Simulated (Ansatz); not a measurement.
Elastic constant C33 (GPa) of solids drawn from the class of elemental solids other than molecular ones, at two levels: PBE in Ansatz (plane waves, PAW), and r²SCAN+rVV10 (plane waves, PAW; Ansatz, an electronic-structure program).

| solid | PBE | r²SCAN+rVV10 | shift (%) |
|---|---|---|---|
| hcp Zn | 65.4 | 79.3 | +21 |
| hcp Ti | 189 | 195 | +3.2 |
| hcp Mg | 68.8 | 80.4 | +16.9 |
| hcp Zr | 162 | 169 | +4.3 |
| body-centred tetragonal In | 38.8 | 48.7 | +26 |
| hcp Ru | 641 | 713 | +11.2 |
| hcp Hf | 197 | 203 | +3.0 |

The shifts run from +3.0 % to +26 %, with a median of +11.2 %.

Of 7 rows, r²SCAN+rVV10 is the larger in 7 and the smaller in 0.

Ansatz's runs of these crystals have no spin polarisation. Meta-GGAs and exact exchange favour moments, which can bear on hcp Ti.

Spin–orbit coupling is left out, also for the solids with elements from indium on (body-centred tetragonal In, hcp Hf); its size isn't shown.

Each level is taken at its own relaxed cell. Ansatz's density-functional and Hartree–Fock values are scalar-relativistic unless marked +SOC, with PAW data made under PBE.
